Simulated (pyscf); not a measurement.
HO–AsH–OH + H₂O → HO–As(OH)–OH + H₂ (four-centre exchange; singlet surface; As–H, H–O broken, As–O, H–H formed). Structures and frequencies: ωB97X-D3(BJ)/def2-SVP in PySCF. Rate constants from transition-state theory, ωB97M-D3(BJ)/def2-TZVP energies (ideal gas, 1 atm, RRHO with modes under 100 cm⁻¹ raised to 100, one conformer, R ln 2 for chiral ones without a mode under 150 cm⁻¹; no tunnelling), k in cm³ molecule⁻¹ s⁻¹.

```json
[
 {"T (K)": "298", "1000/T": "3.354", "log10 k": "-43.52"},
 {"T (K)": "600", "1000/T": "1.667", "log10 k": "-28.46"},
 {"T (K)": "900", "1000/T": "1.111", "log10 k": "-23.29"},
 {"T (K)": "1200", "1000/T": "0.833", "log10 k": "?"}
]
```

### Question
Fit an Arrhenius line to the three values, give the activation energy, and predict k at 1200 K.

### Answer
Least squares gives log10 k = -13.37 − 9.00 × 1000/T, so Ea = 9.00 × ln 10 × 1.987 = 41.2 kcal/mol, against an electronic barrier of 41.6. At 1200 K the line gives -20.87; the computed value is -20.57 (ΔG‡ = 83.4 kcal/mol), a factor 2.0 over the line, since the plot is curved. At the saddle there is also a short As–H contact that neither side keeps. This is the saddle that the search found; another between the same sides may lie lower. Elements up to Kr have no core potential and no relativistic terms here.
